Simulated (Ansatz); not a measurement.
Cost and result for the atomization energy of `C#COCCS` (12 atoms, 11 bonds).

```xyz
12

C    -0.2852   -2.7539    0.0811
C    -0.8319   -1.6871    0.1345
O    -1.4445   -0.5513    0.1909
C    -0.5999    0.5815    0.4866
C     0.2834    0.9241   -0.6892
S     1.2988    2.3803   -0.3543
H     0.1792   -3.7082    0.0329
H    -1.2866    1.3953    0.7143
H    -0.0063    0.3522    1.3758
H     0.9120    0.0770   -0.9665
H    -0.3280    1.1844   -1.5555
H     2.1089    1.8057    0.5495
```

The species carries charge 0 and has multiplicity 1. Geometry: relaxed with PBE0-D4/def2-TZVP. It is one conformer, not always the lowest. Program: Ansatz. All runs use 4 threads of an Arm Neoverse V2 on a shared host. Times are those of one run each, without the atoms' runs, and a repeat can differ threefold. Electronic energies, without spin–orbit coupling; frozen cores. CCSD(T)/CBS adds CCSD(T) − MP2 in def2-TZVPP to the MP2 limit, and its time is that of the two runs behind it. T1 = 0.012. B3LYP takes the VWN-RPA correlation (the form of Gaussian; ORCA's B3LYP/G).

CCSD(T)/CBS is a level of theory with its own doubt, some kJ/mol a heavy atom from the limit and from the frozen cores, so smaller differences don't rank the functionals.

```json
{"level": "PBE-D4/def2-TZVPP (with forces)", "functions": "281", "wall time": "3.1 s", "atomization (kcal/mol)": "1177.1", "difference from CCSD(T)/CBS": "40.0", "per bond": "3.6"}
{"level": "PBE0-D4/def2-TZVPP", "functions": "281", "wall time": "3.9 s", "atomization (kcal/mol)": "1148.6", "difference from CCSD(T)/CBS": "11.5", "per bond": "1.1"}
{"level": "r2SCAN-D4/def2-TZVPP (with forces)", "functions": "281", "wall time": "6 s", "atomization (kcal/mol)": "1142.9", "difference from CCSD(T)/CBS": "5.8", "per bond": "0.5"}
{"level": "B3LYP-D4/def2-TZVPP (with forces)", "functions": "281", "wall time": "6.5 s", "atomization (kcal/mol)": "1137.7", "difference from CCSD(T)/CBS": "0.6", "per bond": "0.1"}
{"level": "B2PLYP/def2-TZVPP", "functions": "281", "wall time": "7.5 s", "atomization (kcal/mol)": "1127.0", "difference from CCSD(T)/CBS": "-10.1", "per bond": "-0.9"}
{"level": "ωB97X-V/def2-TZVPP", "functions": "281", "wall time": "9.5 s", "atomization (kcal/mol)": "1139.9", "difference from CCSD(T)/CBS": "2.8", "per bond": "0.3"}
{"level": "ωB97M-V/def2-TZVPP (with forces)", "functions": "281", "wall time": "14 s", "atomization (kcal/mol)": "1143.6", "difference from CCSD(T)/CBS": "6.5", "per bond": "0.6"}
{"level": "MP2/def2-QZVPP", "functions": "535", "wall time": "34 s", "atomization (kcal/mol)": "1152.1", "difference from CCSD(T)/CBS": "15.0", "per bond": "1.4"}
{"level": "CCSD(T)/def2-TZVPP", "functions": "281", "wall time": "5.3 min", "atomization (kcal/mol)": "1106.1", "difference from CCSD(T)/CBS": "-31.0", "per bond": "-2.8"}
{"level": "CCSD(T)/CBS(def2)", "functions": "–", "wall time": "5.8 min", "atomization (kcal/mol)": "1137.1", "difference from CCSD(T)/CBS": "0.0", "per bond": "0.0"}
```

In def2-TZVPP, CCSD(T) changes the Hartree–Fock value by +304.1 kcal/mol (the triples alone add +21.7 kcal/mol) and MP2 by +331.9 kcal/mol; breaking electron pairs costs correlation energy, which Hartree–Fock lacks. The D4 term adds +9.4 kcal/mol with B3LYP and +5.0 kcal/mol with PBE0; it sums over pairs of atoms, weighted by their polarisabilities, and B3LYP, whose exchange is more repulsive, gets the larger term. From PBE to PBE0 (25 % exact exchange), in def2-TZVPP and without D4, the atomization energy moves by −27.6 kcal/mol: exact exchange takes away binding that semilocal exchange gives to molecules.
